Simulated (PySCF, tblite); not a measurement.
Isomers of [C4H7NO]+ (charge +1 and doublet state), one GFN2-xTB conformer each. Single-point energies are computed at B3LYP/pcH-1 (PySCF, gas phase, no added dispersion term), electronic only. GFN2-xTB treats the open shell by occupation alone, and not every SCF solution was tested for stability.

**Question.** Rank them by B3LYP/pcH-1 energy, lowest first (kcal/mol).
A. `[CH3:1]/[N:2]=[C:3](/[CH3:4])[CH:5]=[O+:6]` (charge +1 and doublet state) with N2–C3–C5–O6 0°
B. `[O+:1]=[C:2]1[CH2:3][CH2:4][CH2:5][NH:6]1` (charge +1 and doublet state) with O1–C2–C3–C4 -168°, C2–C3–C4–C5 -11°, C3–C4–C5–N6 5°, C4–C5–N6–C2 4°

**Answer.** B (0.0), A (15.0).

As drawn, the lower has an N–H bond, which the higher lacks. GFN2-xTB itself gives, in the same order: 0.0, 21.7. Both levels put the same isomer lowest.

**Question.** What happens when harmonic zero-point energies from GFN2-xTB frequencies are added?

**Answer.** 
```
         SMILES  ZPE (kcal/mol)  electronic (kcal/mol)  with ZPE (kcal/mol)
   [O+]=C1CCCN1            65.0                    0.0                  0.0
C/N=C(/C)C=[O+]            63.1                   15.0                 13.0
```

The zero-point energies span 1.9 kcal/mol. The order is unchanged.
